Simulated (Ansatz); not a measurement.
What does this script print? It uses Ansatz's Python interface.

`bclh2o.xyz`
```text
5

O    -0.83130   -0.60960   -0.49160
B     0.37740   -0.07780    0.04480
Cl    1.02580    1.54970   -0.51960
H    -1.49840   -0.20430    0.10850
H     0.97640   -0.73170    0.81650
```

`bclh2o_relaxed_scan.py`
```python
'''Relaxed scan of one distance in BClH2O.'''

import ansatz as az
import numpy as np

bclh2o = az.Crystal.molecule_from_extxyz('bclh2o.xyz')

setup = (
    bclh2o.calculation()
    .basis(gaussian='def2-SVP')  # the orbital basis, by name
    .functional('hf')
)
symbols = [site.symbol for site in bclh2o.cartesian_sites]
pairs = [(0, 1), (0, 3), (1, 2), (1, 4)]
print('held (A)   E (eV)        ', '  '.join(f'{symbols[i]}{i}-{symbols[j]}{j}' for i, j in pairs))
for length in [0.91, 0.98, 1.06, 1.18, 1.33]:
    report = setup.relax(constraints=[az.DistanceConstraint((0, 3), at=length)], force_tolerance=0.02, max_steps=60).run().report
    xyz = np.array(report['positions_ang'])
    print(f'{length:6.2f} {report["free_energy_ev"]:14.5f}  ', '  '.join(f'{np.linalg.norm(xyz[i] - xyz[j]):.3f}' for i, j in pairs))
```

```console
$ python bclh2o_relaxed_scan.py
held (A)   E (eV)         O0-B1  O0-H3  B1-Cl2  B1-H4
DeckWarning: relax.constraints: the input's atoms, or those drawn, lie off the distances that are held; a relaxation that starts there is brought onto them ahead of its first SCF, by positions alone, an atom by 3.73e-2 Å at the most. With the symmetry detection on, the symmetry is detected on the input's atoms as so brought (as typed, where only the drawn atoms reach the distances), and notices that speak of the structure as typed mean those atoms
  0.91   -15240.67036   1.329  0.910  1.782  1.189
  0.98   -15240.68080   1.330  0.980  1.783  1.190
  1.06   -15240.40701   1.329  1.060  1.784  1.190
  1.18   -15239.69762   1.328  1.180  1.785  1.191
  1.33   -15238.53909   1.332  1.330  1.774  1.196
```
(Warnings from the package without file and line, repeats left out.)

What to keep in mind:
- Total energies depend on the basis set; only differences at equal settings carry meaning.
- The energies are electronic: no zero-point or thermal terms, and the basis set is short of its limit.
- Run time: 43 s on 1 thread of Arm Neoverse V1, with other jobs on the host, peak memory 0.19 GiB.
